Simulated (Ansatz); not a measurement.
# C2H6FNO2: inversion of the pyramid at N1, part 2 of 2

Wanted: the energy profile along the inversion of the pyramid at N1, from relaxed end points and a band of images. SMILES of the start: NC(O)(F)CO.

Ansatz 0.2.0; RKS BLYP-D4/def2-SVP. The steps go on from the part before.

## (4) The band

crystal.atoms is end A as relaxed above, and neb.final_atoms is end B, turned to lie on A. With 5 inner images the band has 7 in all.

input.yaml reads:

```yaml
crystal:
  periodic: [false, false, false]
  atoms:
    - { symbol: "N", position_ang: [-1.39837, 0.139984, 0.537115] }
    - { symbol: C, position_ang: [0.023506, -0.134706, 0.596773] }
    - { symbol: O, position_ang: [0.69862, 1.011631, 1.016538] }
    - { symbol: F, position_ang: [0.194232, -1.178115, 1.524716] }
    - { symbol: C, position_ang: [0.682429, -0.576189, -0.724752] }
    - { symbol: O, position_ang: [0.462626, 0.408345, -1.730132] }
    - { symbol: H, position_ang: [-1.587591, 0.618224, -0.356573] }
    - { symbol: H, position_ang: [-1.921815, -0.74509, 0.524802] }
    - { symbol: H, position_ang: [0.082889, 1.462965, 1.633357] }
    - { symbol: H, position_ang: [0.210921, -1.517503, -1.068207] }
    - { symbol: H, position_ang: [1.763112, -0.774787, -0.538063] }
    - { symbol: H, position_ang: [0.866342, 1.23014, -1.381574] }
basis:
  gaussian: { orbitals: def2-SVP }
hamiltonian:
  xc: blyp
  dispersion: d4
neb:
  order_check: false
  images: 5
  f_tol: 0.05
  max_iterations: 60
  initial_path: idpp
  final_atoms:
    - { symbol: "N", position_ang: [-1.42847194, -0.22877712, 0.2970653] }
    - { symbol: C, position_ang: [-0.01492737, -0.2415975, 0.52637428] }
    - { symbol: O, position_ang: [0.55580037, 0.97306441, 0.99175718] }
    - { symbol: F, position_ang: [0.25707604, -1.23126479, 1.48252313] }
    - { symbol: C, position_ang: [0.7425554, -0.57455054, -0.77136643] }
    - { symbol: O, position_ang: [0.51850033, 0.42900575, -1.75543976] }
    - { symbol: H, position_ang: [-1.6231382, 0.33373206, -0.54107239] }
    - { symbol: H, position_ang: [-1.95116581, 0.15382709, 1.0950409] }
    - { symbol: H, position_ang: [0.01632729, 1.29732591, 1.74032903] }
    - { symbol: H, position_ang: [0.35945201, -1.53160556, -1.17159793] }
    - { symbol: H, position_ang: [1.81780143, -0.69953271, -0.51029043] }
    - { symbol: H, position_ang: [0.82709146, 1.265272, -1.34932287] }
```

Command:

```
$ ansatz run input.yaml --threads 2 --pin off --max-ram 3072MiB --backend cpu --events-out ev --progress --plain --runs-dir out
```

Standard output, shortened:

```text
Warning: RAYON_NUM_THREADS=2 ignored (pool sized by the plan → 2); use --threads N
[...]
Functional definition: BLYP
[...]
1270 factors; their error is unknown
[...]
mean field -10462.21512307 eV, -384.4793142286 hartree, gradient 3.2e-5 eV, S^2 0.000000; 0 other end points of the search recorded, 0 dependent functions left out
[...]
reference -10462.21541929 eV, -384.4793251147 hartree; 25, 25 occupied and 89, 89 virtual orbitals, 1270 factors
1270 factors; their error is unknown
[...]
mean field -10462.09993035 eV, -384.4750809742 hartree, gradient 3.2e-5 eV, S^2 0.000000; 0 other end points of the search recorded, 0 dependent functions left out
[...]
reference -10462.10022588 eV, -384.4750918350 hartree; 25, 25 occupied and 89, 89 virtual orbitals, 1270 factors
NEB end point (image 0): max|allowed force component| = 8.914e-3 eV/Å (the criterion of neb.relax_end_points is 1.000e-2)
[...]
reference -10461.95392038 eV, -384.4697152069 hartree; 25, 25 occupied and 89, 89 virtual orbitals, 1270 factors
1270 factors; their error is unknown
[...]
mean field -10462.05631509 eV, -384.4734781429 hartree, gradient 1.0e-5 eV, S^2 0.000000; 0 other end points of the search recorded, 0 dependent functions left out
[...]
reference -10462.05661299 eV, -384.4734890907 hartree; 25, 25 occupied and 89, 89 virtual orbitals, 1270 factors
NEB iter   1: max|band force component| = 1.095e0 eV/Å  barrier→ = 0.3075 eV  barrier← = 0.1921 eV  Δτ_max = 0.0876 Å  (209 SCF iters)
[...]
NEB iter   2: max|band force component| = 3.485e-1 eV/Å  barrier→ = 0.2163 eV  barrier← = 0.1010 eV  CI = image 3  Δτ_max = 0.1098 Å  (150 SCF iters)
[...]
NEB iter   3: max|band force component| = 2.741e-1 eV/Å  barrier→ = 0.2210 eV  barrier← = 0.1057 eV  CI = image 3  Δτ_max = 0.0727 Å  (150 SCF iters)
[...]
1270 factors; their error is unknown
mean field -10462.19553452 eV, -384.4785943627 hartree, gradient 2.5e-5 eV, S^2 0.000000; 0 other end points of the search recorded, 0 dependent functions left out
```

## (5) The log goes on: band between the two ends

Output, continued, shortened:

```text
[...]
reference -10462.19582980 eV, -384.4786052140 hartree; 25, 25 occupied and 89, 89 virtual orbitals, 1270 factors
[...]
1270 factors; their error is unknown
mean field -10462.13192402 eV, -384.4762567202 hartree, gradient 2.5e-5 eV, S^2 0.000000; 0 other end points of the search recorded, 0 dependent functions left out
[...]
reference -10462.13222195 eV, -384.4762676687 hartree; 25, 25 occupied and 89, 89 virtual orbitals, 1270 factors
[...]
1270 factors; their error is unknown
[...]
mean field -10462.00194789 eV, -384.4714801855 hartree, gradient 2.4e-5 eV, S^2 0.000000; 0 other end points of the search recorded, 0 dependent functions left out
[...]
reference -10462.00224893 eV, -384.4714912482 hartree; 25, 25 occupied and 89, 89 virtual orbitals, 1270 factors
[...]
1270 factors; their error is unknown
[...]
Atom 3 at     0.165370    -1.306639     1.414551 Å, force     0.005602     0.008421    -0.011552 eV/Å
Atom 4 at     0.769808    -0.520027    -0.770448 Å, force     0.000705    -0.000854    -0.001164 eV/Å
Atom 5 at     0.580764     0.539136    -1.703412 Å, force    -0.004153    -0.002968     0.003162 eV/Å
Atom 6 at    -1.695729     0.356508    -0.565764 Å, force    -0.012348    -0.001234    -0.003016 eV/Å
Atom 7 at    -2.053880    -0.311930     1.035815 Å, force    -0.026072     0.012315    -0.013920 eV/Å
Atom 8 at    -0.033022     1.351557     1.652694 Å, force    -0.002432    -0.001492    -0.004761 eV/Å
Atom 9 at     0.371492    -1.445983    -1.226033 Å, force    -0.000090    -0.000623     0.000595 eV/Å
Atom 10 at     1.839401    -0.682412    -0.503669 Å, force     0.002255     0.000683    -0.000315 eV/Å
Atom 11 at     0.886062     1.344919    -1.236366 Å, force     0.002380     0.000854    -0.000813 eV/Å
Dipole moment:    -0.379798     0.283580     0.122242 e Å
this run last wrote the band of iteration 6 to <dir>
```

Wall time 85 s (2 threads of Arm Neoverse V1, shared host); peak memory 0.15 GiB.

## (6) What the band shows

Images 0 and 6 are the ends. Energies count from image 0; the path length is the program's own measure over all atoms.

```tsv
image	path (Å)	energy (eV)	sum of angles at N1 (°)	band force (eV/Å)
0	0.000	0.0000	324.5	-
1	0.363	0.0226	327.9	0.010
2	0.726	0.0830	338.8	0.032
3*	1.088	0.2113	359.9	0.036
4	1.296	0.1651	349.4	0.022
5	1.504	0.1211	334.2	0.015
6	1.712	0.1154	330.7	-
```

The star marks the climbing image.

image, energy (eV) and a bar:
```
        0      0.000 
        1      0.023 ###
        2      0.083 ############
        3      0.211 ##############################
        4      0.165 #######################
        5      0.121 #################
        6      0.115 ################
```

How the highest energy settled:

```tsv
iteration	highest image above image 0 (eV)	largest band force (eV/Å)
1	0.3075	1.095
2	0.2163	0.348
3	0.2210	0.274
4	0.2141	0.179
5	0.2116	0.083
6	0.2113	0.036
```

Positions of all images (Å):

```xyz
12
image=0 dE=0.0000
N    -1.398    0.140    0.537
C     0.024   -0.135    0.597
O     0.699    1.012    1.017
F     0.194   -1.178    1.525
C     0.682   -0.576   -0.725
O     0.463    0.408   -1.730
H    -1.588    0.618   -0.357
H    -1.922   -0.745    0.525
H     0.083    1.463    1.633
H     0.211   -1.518   -1.068
H     1.763   -0.775   -0.538
H     0.866    1.230   -1.382
12
image=1 dE=0.0226
N    -1.397    0.166    0.488
C     0.016   -0.152    0.578
O     0.716    0.955    1.066
F     0.139   -1.233    1.472
C     0.702   -0.550   -0.744
O     0.509    0.474   -1.715
H    -1.617    0.447   -0.478
H    -1.959   -0.657    0.729
H     0.065    1.439    1.618
H     0.243   -1.477   -1.137
H     1.778   -0.752   -0.532
H     0.882    1.286   -1.311
12
image=2 dE=0.0830
N    -1.391    0.154    0.418
C     0.007   -0.178    0.552
O     0.704    0.905    1.111
F     0.115   -1.288    1.418
C     0.735   -0.528   -0.761
O     0.554    0.517   -1.710
H    -1.669    0.300   -0.557
H    -2.005   -0.491    0.919
H     0.025    1.395    1.620
H     0.311   -1.454   -1.194
H     1.806   -0.713   -0.515
H     0.885    1.326   -1.267
12
image=3 dE=0.2113
N    -1.390   -0.061    0.309
C    -0.003   -0.225    0.528
O     0.640    0.906    1.100
F     0.165   -1.307    1.415
C     0.770   -0.520   -0.770
O     0.581    0.539   -1.703
H    -1.696    0.357   -0.566
H    -2.054   -0.312    1.036
H    -0.033    1.352    1.653
H     0.371   -1.446   -1.226
H     1.839   -0.682   -0.504
H     0.886    1.345   -1.236
12
image=4 dE=0.1651
N    -1.407   -0.201    0.249
C    -0.012   -0.252    0.515
O     0.576    0.914    1.083
F     0.194   -1.312    1.413
C     0.786   -0.512   -0.774
O     0.593    0.556   -1.696
H    -1.676    0.397   -0.534
H    -2.038   -0.227    1.051
H    -0.080    1.319    1.684
H     0.404   -1.437   -1.244
H     1.854   -0.661   -0.495
H     0.885    1.360   -1.218
12
image=5 dE=0.1211
N    -1.427   -0.283    0.223
C    -0.023   -0.276    0.502
O     0.503    0.917    1.070
F     0.228   -1.324    1.399
C     0.794   -0.501   -0.782
O     0.599    0.576   -1.692
H    -1.643    0.388   -0.523
H    -2.002   -0.108    1.055
H    -0.127    1.241    1.743
H     0.439   -1.426   -1.271
H     1.860   -0.637   -0.486
H     0.877    1.379   -1.203
12
image=6 dE=0.1154
N    -1.435   -0.238    0.253
C    -0.028   -0.265    0.514
O     0.534    0.926    1.048
F     0.221   -1.298    1.431
C     0.760   -0.541   -0.779
O     0.560    0.507   -1.721
H    -1.609    0.362   -0.563
H    -1.976    0.109    1.055
H    -0.022    1.217    1.798
H     0.384   -1.478   -1.231
H     1.828   -0.680   -0.499
H     0.860    1.323   -1.271
```

## (7) Frequencies at the highest image

The geometry is the highest inner image of the first converged band.

input.yaml reads:

```yaml
crystal:
  periodic: [false, false, false]
  atoms:
    - { symbol: "N", position_ang: [-1.390102, -0.061358, 0.309018] }
    - { symbol: C, position_ang: [-0.003148, -0.225191, 0.5278] }
    - { symbol: O, position_ang: [0.639885, 0.906318, 1.099812] }
    - { symbol: F, position_ang: [0.16537, -1.306639, 1.414551] }
    - { symbol: C, position_ang: [0.769808, -0.520027, -0.770448] }
    - { symbol: O, position_ang: [0.580764, 0.539136, -1.703412] }
    - { symbol: H, position_ang: [-1.695729, 0.356508, -0.565764] }
    - { symbol: H, position_ang: [-2.05388, -0.31193, 1.035815] }
    - { symbol: H, position_ang: [-0.033022, 1.351557, 1.652694] }
    - { symbol: H, position_ang: [0.371492, -1.445983, -1.226033] }
    - { symbol: H, position_ang: [1.839401, -0.682412, -0.503669] }
    - { symbol: H, position_ang: [0.886062, 1.344919, -1.236366] }
basis:
  gaussian: { orbitals: def2-SVP }
hamiltonian:
  xc: blyp
  dispersion: d4
phonons: {}
```

Command:

```
$ ansatz run input.yaml --threads 2 --pin off --max-ram 3072MiB --backend cpu --events-out ev --progress --plain --runs-dir out
```

Standard output, shortened:

```text
Warning: RAYON_NUM_THREADS=2 ignored (pool sized by the plan → 2); use --threads N
[...]
[... 1 set-up line as earlier in the session ...]
[...]
1270 factors; their error is unknown
[...]
mean field -10462.00420184 eV, -384.4715630166 hartree, gradient 2.9e-5 eV, S^2 0.000000; 0 other end points of the search recorded, 0 dependent functions left out
[...]
reference -10462.00449725 eV, -384.4715738727 hartree; 25, 25 occupied and 89, 89 virtual orbitals, 1270 factors
[...]
1270 factors; their error is unknown
mean field -10462.00400743 eV, -384.4715558722 hartree, gradient 1.6e-6 eV, S^2 0.000000; 0 other end points of the search recorded, 0 dependent functions left out
[...]
reference -10462.00430286 eV, -384.4715667290 hartree; 25, 25 occupied and 89, 89 virtual orbitals, 1270 factors
[...]
1270 factors; their error is unknown
[...]
mean field -10462.00398809 eV, -384.4715551612 hartree, gradient 1.6e-6 eV, S^2 0.000000; 0 other end points of the search recorded, 0 dependent functions left out
[...]
WARN: phonons: modes at or below zero, which the zero-point energy, F, S and C_V leave out: 1, the lowest at -543.70 cm⁻¹. A minimum has none, and a first-order saddle one
[...]
Atom 4 at     0.769808    -0.520027    -0.770448 Å, force     0.000742    -0.000873    -0.001505 eV/Å
Atom 5 at     0.580764     0.539136    -1.703412 Å, force    -0.004444    -0.003071     0.003233 eV/Å
Atom 6 at    -1.695729     0.356508    -0.565764 Å, force    -0.012429    -0.001323    -0.003002 eV/Å
Atom 7 at    -2.053880    -0.311930     1.035815 Å, force    -0.026200     0.012346    -0.014001 eV/Å
Atom 8 at    -0.033022     1.351557     1.652694 Å, force    -0.002424    -0.001751    -0.004761 eV/Å
Atom 9 at     0.371492    -1.445983    -1.226033 Å, force     0.000017    -0.000648     0.000480 eV/Å
Atom 10 at     1.839401    -0.682412    -0.503669 Å, force     0.002040     0.000794     0.000018 eV/Å
Atom 11 at     0.886062     1.344919    -1.236366 Å, force     0.002575     0.000956    -0.000920 eV/Å
Dipole moment:    -0.379789     0.283582     0.122241 e Å
Vibrations: -543.70 122.63 224.82 247.27 340.34 378.45 413.19 501.75 523.40 542.15 591.88 807.39 875.93 944.14 1029.55 1068.05 1130.05 1158.04 1223.31 1329.62 1363.14 1401.14 1435.09 1499.25 2929.24 3044.61 3519.92 3614.40 3644.80 3662.23 cm⁻¹, zero-point energy 2.452765 eV
```

It took 1.7 min on 2 threads of Arm Neoverse V1, shared host; peak memory 0.15 GiB.

Of 30 modes, 1 is imaginary by more than 30 cm⁻¹ (544i cm⁻¹).

## (8) Another band, settings changed

crystal.atoms is end A as relaxed above, and neb.final_atoms is end B, turned to lie on A. With 6 inner images the band has 8 in all.

input.yaml reads:

```yaml
crystal:
  periodic: [false, false, false]
  atoms:
    - { symbol: "N", position_ang: [-1.39837, 0.139984, 0.537115] }
    - { symbol: C, position_ang: [0.023506, -0.134706, 0.596773] }
    - { symbol: O, position_ang: [0.69862, 1.011631, 1.016538] }
    - { symbol: F, position_ang: [0.194232, -1.178115, 1.524716] }
    - { symbol: C, position_ang: [0.682429, -0.576189, -0.724752] }
    - { symbol: O, position_ang: [0.462626, 0.408345, -1.730132] }
    - { symbol: H, position_ang: [-1.587591, 0.618224, -0.356573] }
    - { symbol: H, position_ang: [-1.921815, -0.74509, 0.524802] }
    - { symbol: H, position_ang: [0.082889, 1.462965, 1.633357] }
    - { symbol: H, position_ang: [0.210921, -1.517503, -1.068207] }
    - { symbol: H, position_ang: [1.763112, -0.774787, -0.538063] }
    - { symbol: H, position_ang: [0.866342, 1.23014, -1.381574] }
basis:
  gaussian: { orbitals: def2-SVP }
hamiltonian:
  xc: blyp
  dispersion: d4
neb:
  order_check: false
  images: 6
  f_tol: 0.05
  max_iterations: 60
  initial_path: idpp
  climbing: false
  final_atoms:
    - { symbol: "N", position_ang: [-1.42847194, -0.22877712, 0.2970653] }
    - { symbol: C, position_ang: [-0.01492737, -0.2415975, 0.52637428] }
    - { symbol: O, position_ang: [0.55580037, 0.97306441, 0.99175718] }
    - { symbol: F, position_ang: [0.25707604, -1.23126479, 1.48252313] }
    - { symbol: C, position_ang: [0.7425554, -0.57455054, -0.77136643] }
    - { symbol: O, position_ang: [0.51850033, 0.42900575, -1.75543976] }
    - { symbol: H, position_ang: [-1.6231382, 0.33373206, -0.54107239] }
    - { symbol: H, position_ang: [-1.95116581, 0.15382709, 1.0950409] }
    - { symbol: H, position_ang: [0.01632729, 1.29732591, 1.74032903] }
    - { symbol: H, position_ang: [0.35945201, -1.53160556, -1.17159793] }
    - { symbol: H, position_ang: [1.81780143, -0.69953271, -0.51029043] }
    - { symbol: H, position_ang: [0.82709146, 1.265272, -1.34932287] }
```

Command:

```
$ ansatz run input.yaml --threads 2 --pin off --max-ram 3072MiB --backend cpu --events-out ev --progress --plain --runs-dir out
```

Standard output, shortened:

```text
Warning: RAYON_NUM_THREADS=2 ignored (pool sized by the plan → 2); use --threads N
[...]
[... 1 set-up line as earlier in the session ...]
[...]
1270 factors; their error is unknown
[...]
mean field -10462.21512307 eV, -384.4793142286 hartree, gradient 3.2e-5 eV, S^2 0.000000; 0 other end points of the search recorded, 0 dependent functions left out
[...]
reference -10462.21541929 eV, -384.4793251147 hartree; 25, 25 occupied and 89, 89 virtual orbitals, 1270 factors
1270 factors; their error is unknown
[...]
mean field -10462.09993035 eV, -384.4750809742 hartree, gradient 3.2e-5 eV, S^2 0.000000; 0 other end points of the search recorded, 0 dependent functions left out
[...]
reference -10462.10022588 eV, -384.4750918350 hartree; 25, 25 occupied and 89, 89 virtual orbitals, 1270 factors
NEB end point (image 0): max|allowed force component| = 8.914e-3 eV/Å (the criterion of neb.relax_end_points is 1.000e-2)
[...]
Atom 2 at     0.597368     0.903173     1.107490 Å, force    -0.042930     0.024199    -0.038788 eV/Å
Atom 3 at     0.186408    -1.321676     1.402892 Å, force     0.041237    -0.022171     0.031162 eV/Å
Atom 4 at     0.784331    -0.506033    -0.772663 Å, force     0.015195     0.004279    -0.004817 eV/Å
Atom 5 at     0.591530     0.566612    -1.689502 Å, force     0.009835     0.003706     0.010006 eV/Å
Atom 6 at    -1.683937     0.368142    -0.556782 Å, force     0.011912     0.084364     0.034761 eV/Å
Atom 7 at    -2.051643    -0.275917     1.037628 Å, force     0.003274     0.137796     0.048292 eV/Å
Atom 8 at    -0.081959     1.331171     1.664519 Å, force    -0.024049    -0.018093     0.028272 eV/Å
Atom 9 at     0.398939    -1.428274    -1.245589 Å, force     0.014588    -0.001539    -0.007839 eV/Å
Atom 10 at     1.852884    -0.660542    -0.497448 Å, force     0.005787     0.005106     0.000256 eV/Å
Atom 11 at     0.886566     1.366918    -1.206512 Å, force    -0.000608    -0.002420    -0.006399 eV/Å
Dipole moment:    -0.369452     0.347232     0.158862 e Å
this run last wrote the band of iteration 7 to <dir>
```

Wall time 1.9 min (2 threads of Arm Neoverse V1, shared host); peak memory 0.15 GiB.

## (9) What the band shows

Images 0 and 7 are the ends. Energies count from image 0; the path length is the program's own measure over all atoms.

```tsv
image	path (Å)	energy (eV)	sum of angles at N1 (°)	band force (eV/Å)
0	0.000	0.0000	324.5	-
1	0.250	0.0111	326.6	0.002
2	0.501	0.0395	329.4	0.006
3	0.751	0.0808	336.9	0.015
4	1.001	0.1838	356.6	0.020
5	1.251	0.1935	355.9	0.026
6	1.501	0.1259	337.0	0.043
7	1.751	0.1154	330.7	-
```

image, energy (eV) and a bar:
```
        0      0.000 
        1      0.011 ##
        2      0.039 ######
        3      0.081 #############
        4      0.184 #############################
        5      0.193 ##############################
        6      0.126 ####################
        7      0.115 ##################
```

## (10) Results

What follows sums up all 2 parts.

```
                                quantity                                                                    value
                                   end A                                                  7 moves, 0.473 eV lower
                                   end B                                                 16 moves, 0.753 eV lower
            first band: barrier forwards                                                                 0.211 eV
           first band: barrier backwards                                                                 0.096 eV
first band: second end relative to first                                                                +0.115 eV
               first band: highest image                                                    3 of 0 to 6, climbing
             first band: band iterations                                                                        6
              imaginary modes at the top                                                                544i cm⁻¹
                             second band  top 0.193 eV above image 0, 7 iterations, 6 inner images, none climbing
             time, first and second band                                                         85 s and 1.9 min
```

In words: In the first band: the top lies 0.21 eV above the first end, or 8 kT at room temperature; with a typical attempt rate of 10^13 per second that is roughly 10^9 events a second. Going back costs 0.096 eV, since the second end is 0.12 eV above the first. One imaginary mode, as a first-order saddle point has. The second band's top lies 18 meV below the first's, as a band that doesn't climb stops under the top. Zero-point energy and entropy are left out. Tunnelling, which matters where hydrogen moves, is missing too.
